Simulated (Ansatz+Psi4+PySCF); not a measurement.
# doublet O2(+): levels of theory in one basis

```json
{"atom": "O", "x (Å)": "0.0000", "y (Å)": "0.0000", "z (Å)": "-0.6590"}
{"atom": "O", "x (Å)": "0.0000", "y (Å)": "0.0000", "z (Å)": "0.6590"}
```

Basis set: cc-pVTZ (spherical functions). Correlated methods keep 2 orbitals frozen. Correlation on ROHF uses semicanonical orbitals with singles. Charge 1, multiplicity 2.

Computed with Ansatz (development build ahead of 0.2.0); each method stands on the lowest determinant of its kind that the runs found.

```json
{"method": "ROHF", "E − E(ROHF) (eV)": "0.00", "<S²> of the determinant": "0.75"}
{"method": "UHF", "E − E(ROHF) (eV)": "-2.17", "<S²> of the determinant": "1.60"}
{"method": "ROHF-MP2", "E − E(ROHF) (eV)": "-12.67", "<S²> of the determinant": "–"}
{"method": "UHF-MP2", "E − E(ROHF) (eV)": "-11.70", "<S²> of the determinant": "1.60"}
{"method": "ROHF-CCSD", "E − E(ROHF) (eV)": "-13.50", "<S²> of the determinant": "–"}
{"method": "UHF-CCSD", "E − E(ROHF) (eV)": "-13.48", "<S²> of the determinant": "1.60"}
{"method": "ROHF-CCSD(T)", "E − E(ROHF) (eV)": "-14.41", "<S²> of the determinant": "–"}
{"method": "UHF-CCSD(T)", "E − E(ROHF) (eV)": "-14.24", "<S²> of the determinant": "1.60"}
{"method": "ROHF-CCSDT", "E − E(ROHF) (eV)": "-14.32", "<S²> of the determinant": "–"}
{"method": "UHF-CCSDT", "E − E(ROHF) (eV)": "-14.34", "<S²> of the determinant": "1.60"}
```

Caution: the determinant breaks the point group. Caution for ROHF, ROHF-MP2, ROHF-CCSD, ROHF-CCSD(T), ROHF-CCSDT: an unrestricted determinant lies well below. Caution for UHF, UHF-MP2, UHF-CCSD, UHF-CCSD(T), UHF-CCSDT: the unrestricted determinant is a mixture of spin states. Caution for ROHF-MP2, UHF-MP2, ROHF-CCSD, UHF-CCSD, ROHF-CCSD(T), UHF-CCSD(T), ROHF-CCSDT, UHF-CCSDT: large amplitudes, a single reference is doubtful. Caution for ROHF-MP2, UHF-MP2: MP2 on this radical cation hangs on the determinant chosen. Caution for ROHF-MP2, UHF-MP2, UHF-CCSD(T): another reference gives a lower total. Caution for UHF-CCSD, UHF-CCSD(T): the program doubts this total.
